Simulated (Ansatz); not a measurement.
The input, for Ansatz 0.2.0:

```yaml
crystal:
  periodic: [false, false, false]
  atoms:
    - {symbol: Br, position_ang: [-0.430287, 0.000000, 0.000000]}
    - {symbol: H, position_ang: [1.281713, 0.000000, 0.000000]}
    - {symbol: B, position_ang: [2.499713, 0.000000, 0.000000]}
    - {symbol: H, position_ang: [3.008786, 0.000000, 1.077008]}
    - {symbol: H, position_ang: [3.008786, 0.000000, -1.077008]}
basis:
  gaussian: {orbitals: cc-pVDZ}
magnetization: {spin_polarized: true, initial_magnetization: 1}
correlation: {method: ccsdt_q, electrons: outside_noble_gas}
```

```sh
$ ansatz run in.yaml --threads 1 --pin off --events-out ev --progress --plain --max-ram 2393MiB
```

Roughly how long does this take on 1 thread of Intel Xeon 6975P-C, shared host, and how much host memory?

26 s wall and 0.57 GiB.

```
1050 factors; integrals over basis functions are off by at most 2.6e-7 eV
mean field evaluation 1: about -70713.6742 eV, gradient 1.0e1 eV
mean field evaluation 2: about -70713.6923 eV, gradient 1.0e1 eV
mean field evaluation 4: about -70714.9391 eV, gradient 1.7e0 eV
mean field evaluation 8: about -70715.0196 eV, gradient 1.2e-1 eV
mean field evaluation 16: about -70714.7373 eV, gradient 4.2e0 eV
mean field evaluation 32: about -70713.2427 eV, gradient 3.2e0 eV
mean field evaluation 64: about -70703.5634 eV, gradient 6.9e-1 eV
mean field evaluation 96: about -70712.5569 eV, gradient 9.1e0 eV
mean field -70715.02001570 eV, -2598.7290532147 hartree, gradient 2.8e-6 eV, S^2 0.766414; 2 other end points of the search recorded, 0 dependent functions left out
determinant -70715.02001570 eV, -2598.7290532147 hartree, with singles and doubles -70721.42322024 eV, -2598.9643666415 hartree
determinant -70713.33833407 eV, -2598.6672525548 hartree, with singles and doubles -70719.69978657 eV, -2598.9010316222 hartree
determinant -70713.29811342 eV, -2598.6657744732 hartree, with singles and doubles -70719.65877771 eV, -2598.8995245746 hartree
15 core orbitals not correlated: weight in the atoms' cores, before any rotation towards them, 1.000 or more for the frozen orbitals, at most 0.000 for the correlated occupied ones
reference -70715.02001570 eV, -2598.7290532147 hartree; 7, 6 occupied and 34, 35 virtual orbitals, 1050 factors
second order -5.42187541 eV of doubles, -0.00000000 eV of singles
cycle   1  -6.16033872 eV  change   -7.4e-1 eV  update   6.3e-2
cycle   2  -6.48157921 eV  change   -3.2e-1 eV  update   2.4e-2
cycle   3  -6.52480503 eV  change   -4.3e-2 eV  update   1.1e-2
cycle   4  -6.52702838 eV  change   -2.2e-3 eV  update   5.4e-3
cycle   5  -6.52724101 eV  change   -2.1e-4 eV  update   3.5e-3
cycle   6  -6.52747614 eV  change   -2.4e-4 eV  update   1.8e-3
cycle   7  -6.52731733 eV  change    1.6e-4 eV  update   8.3e-4
cycle   8  -6.52749700 eV  change   -1.8e-4 eV  update   3.7e-4
cycle   9  -6.52760102 eV  change   -1.0e-4 eV  update   1.5e-4
cycle  10  -6.52753534 eV  change    6.6e-5 eV  update   7.9e-5
cycle  11  -6.52751010 eV  change    2.5e-5 eV  update   4.1e-5
cycle  12  -6.52753243 eV  change   -2.2e-5 eV  update   1.7e-5
cycle  13  -6.52754291 eV  change   -1.0e-5 eV  update   8.0e-6
cycle  14  -6.52755127 eV  change   -8.4e-6 eV  update   3.9e-6
cycle  15  -6.52755387 eV  change   -2.6e-6 eV  update   2.0e-6
cycle  16  -6.52755394 eV  change   -7.0e-8 eV  update   1.1e-6
perturbative correction -0.00773995 eV, -0.0002844380 hartree
Total energy: -70721.55530959 eV, -2598.9692208353 hartree
```
